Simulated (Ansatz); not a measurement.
# AlHCl+ (quintet): the correlation ladder, cc-pVTZ

An exercise on one series of results from a longer session: the logs are not shown, and one member is left open.

The runs use Ansatz 0.2.0, Gaussian basis; cc-pVTZ, core rule «outside noble gas», up to 10 orbitals frozen.

To be run: UHF; CCSD(T) on ROHF; CCSD(T) on UHF; BCCD(T) on ROHF; CCSDT(Q) on ROHF; CCSDT(Q) on UHF.

14 further runs of the same task are left out: 12 for a known fault of the program, 2 set aside as unsound or not needed.

## The system

The geometry is a PBE0/def2-TZVP stationary point (not a proven minimum) of the parent state, kept for this charge and spin.

3 atoms, charge 1, spin multiplicity 5.

Atoms are counted from 1 here; the program's logs count them from 0.

Bond lengths: Al1–Cl2 2.197 Å, Al1–H3 1.817 Å. Angles: Cl2–Al1–H3 63.0°.

Geometry (Å):

```xyz
3
charge 1, multiplicity 5
Al    0.00000   -0.05024    1.23992
Cl    0.00000   -0.00682   -0.95633
H     0.00000    1.58452    0.44622
```

The first run:

in.yaml

```yaml
crystal:
  periodic: [false, false, false]
  atoms:
    - {symbol: Al, position_ang: [0.000000, -0.050236, 1.239922]}
    - {symbol: Cl, position_ang: [0.000000, -0.006816, -0.956330]}
    - {symbol: H, position_ang: [0.000000, 1.584516, 0.446218]}
basis:
  gaussian: {orbitals: cc-pVTZ}
total_charge: 1
magnetization: {spin_polarized: true, initial_magnetization: 4}
hamiltonian: {xc: hf}
output: {orbitals: {seedname: orbitals}}
```

Command:

```console
$ ansatz run in.yaml --threads 1 --pin off --events-out ev --progress --plain --max-ram 4096MiB --backend cpu
```

Among the steps run: UHF; CCSD(T) on ROHF; CCSD(T) on UHF; BCCD(T) on ROHF; CCSDT(Q) on ROHF; CCSDT(Q) on UHF.

One table of the session follows, with a row left open; its other results are not shown here.

```
   method  from UCCSDT(Q) (kcal/mol)
     ROHF                    +141.38
      UHF                    +136.89
     RMP2                          ?
     UMP2                     +23.97
    RCCSD                      +5.98
    UCCSD                      +5.80
 RCCSD(T)                      +0.98
 UCCSD(T)                      +0.92
  BCCD(T)                      +0.96
   RCCSDT                      +0.29
   UCCSDT                      +0.21
RCCSDT(Q)                      +0.08
UCCSDT(Q)                          0
```

**Question.** Estimate the row for RMP2.

As computed: from UCCSDT(Q) (kcal/mol): +23.51. In the column «from UCCSDT(Q) (kcal/mol)» it lies between RCCSD (+5.98) and UMP2 (+23.97).

Caveats from the session: Restricted and unrestricted rows rest on different reference determinants; where their highest levels disagree by more than a few hundredths of an eV, they describe different states and don't form one ladder.
